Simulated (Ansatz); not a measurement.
# AlH₃Cl (doublet): the correlation ladder at distance Al1–H4 along a hydrogen transfer = 1.994 Å, cc-pVDZ

One table from this session's results is given with a row withheld; the runs are named, their logs left out.

The runs use Ansatz 0.2.0, Gaussian basis; cc-pVDZ, core rule «outside noble gas», up to 10 orbitals frozen.

Plan: UHF; CCSD(T) on ROHF; CCSD(T) on UHF; BCCD(T) on ROHF; CISD; CCSDT(Q) on ROHF; CCSDT(Q) on UHF; CASSCF and MRCISD+Q, 3 electrons in 3 orbitals; CASSCF and NEVPT2, 3 electrons in 3 orbitals.

13 further runs of the same task are left out: 9 for a known fault of the program, 4 that didn't finish.

## The geometry

The geometry derives from fragments relaxed apart (PBE0/def2-TZVP) and kept rigid, so it is no stationary point. A hydrogen atom is moved between rigid fragments.

5 atoms, charge 0, spin multiplicity 2.

Atoms are counted from 1 here; the program's logs count them from 0.

Bond lengths: Al1–H2 1.586 Å, Al1–H3 1.586 Å, H4–Cl5 1.350 Å. Angles: H2–Al1–H3 120.0°.

Set-up of the first run:

File in.yaml:

```yaml
crystal:
  periodic: [false, false, false]
  atoms:
    - {symbol: Al, position_ang: [-1.817434, 0.000000, 0.000000]}
    - {symbol: H, position_ang: [-2.610357, 1.373384, 0.000000]}
    - {symbol: H, position_ang: [-2.610357, -1.373384, 0.000000]}
    - {symbol: H, position_ang: [0.176566, 0.000000, 0.000000]}
    - {symbol: Cl, position_ang: [1.526566, 0.000000, 0.000000]}
basis:
  gaussian: {orbitals: cc-pVDZ}
magnetization: {spin_polarized: true, initial_magnetization: 1}
hamiltonian: {xc: hf}
output: {orbitals: {seedname: orbitals}}
```

Command:

```
$ ansatz run in.yaml --threads 1 --pin off --events-out ev --progress --plain --max-ram 2393MiB
```

Steps of the session up to this table: UHF; CCSD(T) on ROHF; CCSD(T) on UHF; BCCD(T) on ROHF; CISD; CCSDT(Q) on ROHF; CCSDT(Q) on UHF; CASSCF and MRCISD+Q, 3 electrons in 3 orbitals; CASSCF and NEVPT2, 3 electrons in 3 orbitals.

One of the session's tables, all rows but one given; the rest of the session is left out.

| method | from UCCSDT(Q) (kcal/mol) |
| --- | --- |
| ROHF | ? |
| UHF | +157.11 |
| RMP2 | +25.07 |
| UMP2 | +25.27 |
| CISD | +15.84 |
| RCCSD | +3.40 |
| UCCSD | +3.36 |
| RCCSD(T) | +0.69 |
| UCCSD(T) | +0.69 |
| BCCD(T) | +0.68 |
| RCCSDT | +0.22 |
| UCCSDT | +0.21 |
| RCCSDT(Q) | +0.01 |
| UCCSDT(Q) | 0 |
| CASSCF pair | +148.60 |
| NEVPT2 pair | +25.12 |
| MRCISD pair | +14.12 |
| MRCISD+Q pair | +1.00 |

Q: Estimate the row for ROHF from the others.

The run gave: from UCCSDT(Q) (kcal/mol): +158.80. In the column «from UCCSDT(Q) (kcal/mol)» it is the highest.

Limits of these values: Restricted and unrestricted rows rest on different reference determinants; where their highest levels disagree by more than a few hundredths of an eV, they describe different states and don't form one ladder.
